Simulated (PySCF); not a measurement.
How well do the runs reproduce experiment for CH2ClF?

**The experiment to reproduce.**

From NIST CCCBDB Release 22 (SRD 101), experimental dipoles, for the gas: dipole moment (dielectric constant against temperature) 1.82 D.

The results are set against them at the end.

Compound: CH2ClF.
Numbering: `[F:1][CH2:2][Cl:3]` (hydrogens: H4, H5 on C2)

Geometry (GFN2-xTB, Å), atoms numbered from 1 in this order:
```xyz
5
CH2ClF angstrom
F     -0.7642    1.0997   -0.1253
C     -0.1100   -0.0737    0.0083
Cl     1.6443    0.1979   -0.0629
H     -0.3617   -0.4971    0.9844
H     -0.3998   -0.7239   -0.8217
```

The PySCF runs (gas phase, on this GFN2-xTB geometry; no spin–orbit coupling):

```
        level                                      job  basis functions  wall time
PBE0/pcSseg-1  shieldings, charges and field gradients               68      2.3 s
```

Hardware: an x86-64 server with one thread, no GPU, shared host.

Results beside the measurements:

**Dipole moment.** Measured: 1.82 D (NIST CCCBDB Release 22 (SRD 101), experimental dipoles).

```csv
level,computed (D),computed − measured (D),% (from the printed values)
PBE0/pcSseg-1,1.99,+0.17,+9
```

The computed dipoles belong to one fixed geometry; measured ones are averaged over vibrations unless marked μe. Magnitudes are compared, not signs.

No measured geometry was used, and the causes of the misses weren't examined.
